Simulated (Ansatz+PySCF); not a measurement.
## singlet CS: levels of theory in one basis

```json
{"atom": "C", "x (Å)": "0.0000", "y (Å)": "0.0000", "z (Å)": "-3.3495"}
{"atom": "S", "x (Å)": "0.0000", "y (Å)": "0.0000", "z (Å)": "1.2560"}
```

Basis set: cc-pVDZ (spherical functions). Frozen core: 6 orbitals. Charge 0, multiplicity 1.

Computed with Ansatz (development build ahead of 0.2.0); each method stands on the lowest determinant of its kind that the runs found. NEVPT2 correlates all electrons. Active spaces start from the frontier orbitals, and the lowest solution found is given.

| method | E − E(RHF) (eV) | <S²> of the determinant |
| --- | --- | --- |
| RHF | 0.00 | 0.00 |
| UHF | -4.70 | 2.01 |
| RHF-MP2 | -4.41 | – |
| UHF-MP2 | -8.40 | 2.01 |
| RHF-CCSD(T) | -6.50 | – |
| UHF-CCSD(T) | -9.54 | 2.01 |
| RHF-CCSDT(Q) | -6.67 | – |
| UHF-CCSDT(Q) | -9.56 | 2.01 |
| CASSCF(10,8) | -4.99 | – |
| CASSCF(2,2) | -0.74 | – |
| SC-NEVPT2(10,8) | -8.57 | – |
| SC-NEVPT2(2,2) | -5.23 | – |

**Question.** What does RHF-CCSD give on the same scale?

**Answer.** -6.28 eV.

**Question.** Is a single determinant a sound starting point here?

**Answer.** It is doubtful. Unrestricted orbitals lower Hartree–Fock by 4.70 eV and <S²> is 2.01 where a pure state has 0.00, a sign of strong static correlation. The CASSCF(10,8) natural occupations are 2.00, 2.00, 1.95, 1.00, 1.00, 1.00, 1.00, 0.05. The CASSCF(2,2) natural occupations are 1.05, 0.95.

Caution for RHF, RHF-MP2, RHF-CCSD, RHF-CCSD(T), RHF-CCSDT(Q): an unrestricted determinant lies well below. Caution for UHF, UHF-MP2, UHF-CCSD(T), UHF-CCSDT(Q): the unrestricted determinant is a mixture of spin states. Caution for RHF-MP2, RHF-CCSD, RHF-CCSD(T), RHF-CCSDT(Q): large amplitudes, a single reference is doubtful. Caution for UHF-MP2, UHF-CCSD(T), UHF-CCSDT(Q): bonds are stretched, where a single reference can fail; a plain start can end on a higher determinant. Caution for RHF-CCSD(T): the program finds a lower state of this spin; the program doubts this total. Caution for CASSCF(2,2), SC-NEVPT2(10,8), SC-NEVPT2(2,2): other starts end on other solutions of this active space.
